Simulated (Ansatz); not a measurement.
The reference is C in the diamond structure (space group Fd-3m, No. 227; a = 3.572 Å).

Level of theory: plane-wave PAW DFT at the PBE level (Ansatz, a first-principles code, 420 eV), no spin-orbit coupling, earlier PAW set.

Modification: Ge takes the place of C on all its sites; the structure is relaxed again.

Measured lattice parameter a: C 3.553 Å (static lattice; corrected from measurement; as listed in Daniel Mejia-Rodriguez, S. B. Trickey, Phys. Rev. B (2018)); Ge 5.644 Å (static lattice; corrected from measurement; as listed in Daniel Mejia-Rodriguez, S. B. Trickey, Phys. Rev. B (2018)).

Problem. How well does PBE reproduce the measured shift?

Solution. With PBE the lattice parameter a moves by +2.191 Å (3.572 → 5.762) against +2.091 Å measured.

Stability against distortions was not tested.
